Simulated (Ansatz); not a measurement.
# C2H5FS2: a ladder of functionals and wavefunction methods

The task here is to estimate one member of a computed series from the others.

Program: Ansatz 0.2.0, Gaussian basis. Level of theory: functionals in def2-TZVPP, the program's frozen cores in correlated methods. These are calculated values, not measurements.

The runs, in order: PBE-D4, r2SCAN-D4, PBE0-D4, B3LYP-D4, ωB97X-V, ωB97M-V, B2PLYP; CCSD(T)/def2-TZVPP; MP2/def2-QZVPP; extrapolation to the limit.

### The geometry

The geometry comes from an earlier relaxation with PBE0-D4 in a triple-zeta def2 set; it is a stationary point, not always the lowest conformer.

10 atoms, charge 0, spin multiplicity 1.

Atoms are counted from 1 here; the program's logs count them from 0.

Bond lengths: F1–C2 1.379 Å, C2–S3 1.778 Å, C2–H6 1.093 Å, C2–H7 1.092 Å, S3–C4 1.805 Å, C4–S5 1.805 Å, C4–H8 1.090 Å, C4–H9 1.091 Å, S5–H10 1.343 Å. Angles: F1–C2–S3 112.7°, F1–C2–H6 108.0°, F1–C2–H7 108.8°, S3–C2–H6 109.6°, S3–C2–H7 106.8°, H6–C2–H7 110.8°, C2–S3–C4 99.9°, S3–C4–S5 116.8°, S3–C4–H8 105.8°, S3–C4–H9 109.7°, S5–C4–H8 110.7°, S5–C4–H9 105.7°, H8–C4–H9 107.9°, C4–S5–H10 96.4°.

Set-up of the first run:

in.yaml reads:

```yaml
crystal:
  periodic: [false, false, false]
  atoms:
    - {symbol: F, position_ang: [-1.677025, -0.347129, 1.543428]}
    - {symbol: C, position_ang: [-0.669383, 0.561495, 1.295553]}
    - {symbol: S, position_ang: [0.882912, -0.219816, 0.918702]}
    - {symbol: C, position_ang: [0.520984, -0.846392, -0.734658]}
    - {symbol: S, position_ang: [0.149973, 0.380756, -2.005955]}
    - {symbol: H, position_ang: [-0.978353, 1.188351, 0.455401]}
    - {symbol: H, position_ang: [-0.510763, 1.164687, 2.191690]}
    - {symbol: H, position_ang: [1.383457, -1.448134, -1.019661]}
    - {symbol: H, position_ang: [-0.348165, -1.503966, -0.695719]}
    - {symbol: H, position_ang: [1.329563, 1.019049, -1.945881]}
basis:
  gaussian: {orbitals: def2-TZVPP}
hamiltonian: {xc: pbe, dispersion: d4}
output: {forces: true, orbitals: {seedname: orbitals}}
```

On the command line:

```console
ansatz run in.yaml --threads 4 --pin off --events-out ev --progress --plain --max-ram 10444MiB
```

Steps of the session up to this table: PBE-D4 (GGA); r2SCAN-D4 (meta-GGA); PBE0-D4 (hybrid); B3LYP-D4 (hybrid); ωB97X-V (range-separated); ωB97M-V (range-separated); B2PLYP (double hybrid); CCSD(T) in def2-TZVPP; MP2 in def2-QZVPP.

One of the session's tables, all rows but one given; the rest of the session is left out.

It belongs to the step «Atomisation energies». 

| method | atomisation energy (eV) |
| --- | --- |
| PBE-D4 | ? |
| r2SCAN-D4 | 36.332 |
| PBE0-D4 | 36.400 |
| B3LYP-D4 | 36.039 |
| ωB97X-V | 36.347 |
| ωB97M-V | 36.393 |
| B2PLYP | 35.595 |
| HF/def2-TZVPP | 25.292 |
| MP2/def2-TZVPP | 35.759 |
| CCSD/def2-TZVPP | 34.390 |
| CCSD(T)/def2-TZVPP | 35.060 |
| MP2/CBS | 36.846 |
| CCSD(T)/CBS | 36.148 |

**Question.** Estimate the row for PBE-D4.

**Answer.** atomisation energy (eV): 37.241. In the column «atomisation energy (eV)» it is the highest.
